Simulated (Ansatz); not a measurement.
A nudged elastic band was laid between two geometries of BClH2 + ClH (6 atoms, charge 0, multiplicity 1).

Method: RKS B3LYP-D4/cc-pVDZ (Ansatz 0.2.0).

```json
{
 "movable images": "1",
 "climbing image": "no",
 "spring": "5.0 eV/Å²",
 "optimiser": "quadratic models (default)",
 "start path": "through a guess of the saddle point",
 "force threshold": "0.05 eV/Å",
 "iteration limit": "60",
 "end points": "relaxed"
}
```

Image 0:

```xyz
6
Properties=species:S:1:pos:R:3
B 0.035 0.373 -0.126
H 0.169 0.806 0.984
H 0.945 0.069 -0.844
Cl -1.601 0.297 -0.784
Cl 0.233 -2.372 1.170
H -0.756 -2.073 1.955
```

Image 2:

```xyz
6
Properties=species:S:1:pos:R:3
B 0.024 -0.647 -0.629
H -0.411 0.355 2.398
H 1.029 -0.001 -0.571
Cl -1.487 0.133 -1.062
Cl 0.077 -2.370 -0.294
H -0.206 -0.370 2.512
```

Task: What changes between the two ends?

Result: Bonds broken: B1–H2, Cl5–H6. Bonds formed: B1–Cl5, H2–H6. BClH2 + ClH becomes BCl2H + H2.

Task: Give the energies along the band, and the barrier.

Result: The run converged. The highest image is number 1 of 0 to 2, 52.2 kJ/mol above the first end and 117.1 kJ/mol above the last; the last end lies 64.8 kJ/mol below the first. Neighbouring images differ by up to 1.2 eV, so the band resolves the path poorly. No image climbed, so the highest image needn't sit at the top of the path. So few images can step over the top or miss a turn of the path. The orbitals stay closed-shell, which can raise the energy where a bond breaks towards radicals; this wasn't checked here.

```csv
image,path coordinate (Å),energy (kJ/mol),B1–H2 (Å),Cl5–H6 (Å),B1–Cl5 (Å)
0,0.00,0.0,1.20,1.30,3.04
1,2.02,52.2,1.37,1.78,1.99
2,4.04,-64.8,3.22,3.46,1.76
```

Task: What is the geometry of the highest image?

Result: 
```xyz
6
Properties=species:S:1:pos:R:3
B -0.073 -0.365 0.055
H -0.036 0.209 1.295
H 0.972 -0.005 -0.406
Cl -1.601 0.210 -0.684
Cl 0.002 -2.266 0.654
H -0.239 -0.683 1.441
```

The band took 8 iterations and of the order of 9 core-seconds.

Time of the run: 9.2 s on 1 thread of AMD EPYC 9R45 96-Core Processor (Zen 5), with other jobs on the host, peak memory 0.14 GiB.
